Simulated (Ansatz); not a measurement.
**C4H4O: small, medium and large basis sets**

One table from this session's results is given with a row withheld; the runs are named, their logs left out.

The runs use Ansatz 0.2.0, Gaussian basis; one geometry, several basis sets.

Levels to be run: PBE0-D4/def2-SVP; ωB97M-V/def2-SVP; PBE0-D4/def2-QZVPP; ωB97M-V/def2-QZVPP; the functionals' def2-TZVPP values are taken from earlier runs.

### The relaxed structure

All runs share one geometry, relaxed beforehand with PBE0-D4 in a triple-zeta def2 set.

SMILES `CC#CC=O`, 9 atoms, charge 0, spin multiplicity 1.

Atoms are counted from 1 here; the program's logs count them from 0.

Bond lengths: C1–C2 1.445 Å, C1–H6 1.093 Å, C1–H7 1.092 Å, C1–H8 1.093 Å, C2–C3 1.205 Å, C3–C4 1.437 Å, C4–O5 1.205 Å, C4–H9 1.107 Å. Angles: C2–C1–H6 110.8°, C2–C1–H7 111.1°, C2–C1–H8 110.2°, H6–C1–H7 108.6°, H6–C1–H8 107.8°, H7–C1–H8 108.2°, C1–C2–C3 179.1°, C2–C3–C4 177.6°, C3–C4–O5 124.4°, C3–C4–H9 114.5°, O5–C4–H9 121.2°.

Geometry (Å):

```xyz
9
C4H4O
C    -0.7943   -1.5120   -0.6169
C    -0.1463   -0.3162   -0.1284
C     0.4100    0.6769    0.2683
C     1.0211    1.8776    0.7690
O     2.1761    2.1754    0.5989
H    -1.4206   -1.9578    0.1593
H    -0.0599   -2.2527   -0.9405
H    -1.4362   -1.2724   -1.4687
H     0.3385    2.5349    1.3417
```

The first run:

Input file in.yaml:

```yaml
crystal:
  periodic: [false, false, false]
  atoms:
    - {symbol: C, position_ang: [-0.794275, -1.511978, -0.616872]}
    - {symbol: C, position_ang: [-0.146294, -0.316164, -0.128398]}
    - {symbol: C, position_ang: [0.410039, 0.676875, 0.268347]}
    - {symbol: C, position_ang: [1.021099, 1.877620, 0.768991]}
    - {symbol: O, position_ang: [2.176090, 2.175415, 0.598872]}
    - {symbol: H, position_ang: [-1.420605, -1.957800, 0.159347]}
    - {symbol: H, position_ang: [-0.059912, -2.252684, -0.940532]}
    - {symbol: H, position_ang: [-1.436154, -1.272382, -1.468650]}
    - {symbol: H, position_ang: [0.338512, 2.534899, 1.341696]}
basis:
  gaussian: {orbitals: def2-SVP}
hamiltonian: {xc: pbe0, dispersion: d4}
output: {orbitals: {seedname: orbitals}}
```

Launch:

```sh
$ ansatz run in.yaml --threads 2 --pin off --events-out ev --progress --plain --max-ram 4352MiB
```

Among the steps run: PBE0-D4 in def2-SVP; ωB97M-V in def2-SVP; PBE0-D4 in def2-QZVPP; ωB97M-V in def2-QZVPP.

One table of the session follows, with a row left open; its other results are not shown here.

It belongs to the step «Functionals by basis». 

| functional | basis | HOMO (eV) |
| --- | --- | --- |
| PBE0-D4 | def2-SVP | -7.66 |
| PBE0-D4 | def2-TZVPP | -7.83 |
| PBE0-D4 | def2-QZVPP | -7.86 |
| ωB97M-V | def2-SVP | -10.14 |
| ωB97M-V | def2-TZVPP | -10.32 |
| ωB97M-V | def2-QZVPP | ? |

Q: Estimate the row for ωB97M-V, def2-QZVPP from the others.

As computed: HOMO (eV): -10.36. In the column «HOMO (eV)» it is the lowest.
